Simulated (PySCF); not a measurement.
Species: C₆H₁₂.
InChI=1S/C6H12/c1-3-5-6-4-2/h5-6H,3-4H2,1-2H3/b6-5+

Torsions of this conformer, `[CH3:1][CH2:2]/[CH:3]=[CH:4]/[CH2:5][CH3:6]`: C1–C2–C3–C4 -118°, C3–C4–C5–C6 -118°.

The closed-shell ground state was solved at several levels (PySCF, density fitting, gas phase, non-relativistic). The structure is a single PBE0-D3(BJ)/def2-SVP conformer in the gas phase; no vibrational or solvent corrections.

```tsv
level	basis functions	HOMO (eV)	LUMO (eV)	gap (eV)	dipole (D)
wB97X-D/pcSseg-1	162	-8.79	2.38	11.17	0.03
PBE0/pcSseg-1	162	-6.95	0.57	7.52	0.02
B3LYP/pcJ-1	282	-6.72	0.35	7.07	0.01
```

**Question.** Estimate the row for CAM-B3LYP/def2-SVPD, a basis of 216 functions; the other rows only guide the guess.

**Answer.** HOMO -8.28 eV, LUMO 1.42 eV, gap 9.70 eV, dipole 0.02 D.

**Question.** Over all these levels, which gives the widest orbital gap and which the narrowest?

**Answer.** wB97X-D/pcSseg-1 (range-separated hybrid) has the widest, 11.17 eV, and B3LYP/pcJ-1 (global hybrid, 20 % exact exchange) the narrowest, 7.07 eV. Functional and basis both differ between the two, so the spread mixes both effects.

**Question.** How far do the dipole and the HOMO energy spread over the levels?

**Answer.** The dipole runs from 0.01 to 0.03 D (mean 0.02 D) and the HOMO from -8.79 to -6.72 eV.
